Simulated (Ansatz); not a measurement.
Elastic constant C11 of zinc-blende CdSe at several levels of theory

No measured value is used here.

| level (code) | value (GPa) | cell (Å³/atom) |
|---|---|---|
| LDA (Ansatz) | 70.4 | 27.10 |
| PBE (Ansatz) | 56.5 | 29.73 |
| r²SCAN (Ansatz) | 63.0 | 28.84 |
| B3LYP (VWN-RPA form) (Ansatz) | 58.5 | 30.34 |
| Hartree–Fock (Ansatz) | (withheld) | 31.25 |

Q: Fill in the missing entries.

A: 
- Hartree–Fock (Ansatz, a program for electronic structure), value (GPa): 62.0

Each level is taken at its own relaxed cell. Cutoffs and k meshes differ between the levels. Ansatz's density-functional and Hartree–Fock values are scalar-relativistic unless marked +SOC, with PAW data made under PBE.
